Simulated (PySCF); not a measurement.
**Basis-set dependence of CCl⁻ at CCSD**

PySCF, UHF reference; triplet, unpaired electrons π ↑↑; De to C + Cl⁻ without counterpoise correction. Frozen cores follow the default of each basis and core potential.

```csv
basis,relativity,functions,Re (Å),ωe (cm⁻¹),De (eV),frozen orbitals
aug-pcseg-1,no relativity,50,1.951,413,n/a,6
aug-cc-pVDZ/aug-cc-pV(D+d)Z,no relativity,55,1.928,436,n/a,6
def2-TZVPPD,no relativity,88,1.888,472,n/a,6
```

**Question.** How does each smaller set differ from the one with most functions, def2-TZVPPD?

**Answer.** aug-pcseg-1: +6.3 pm, -12.5 % in ωe; aug-cc-pVDZ/aug-cc-pV(D+d)Z: +4.0 pm, -7.6 % in ωe. All at CCSD; the set with most functions is neither the basis-set limit nor always the best.

Correlated steps freeze 6 core orbitals. The state was picked by a PBE0 search and need not be the measured ground state.
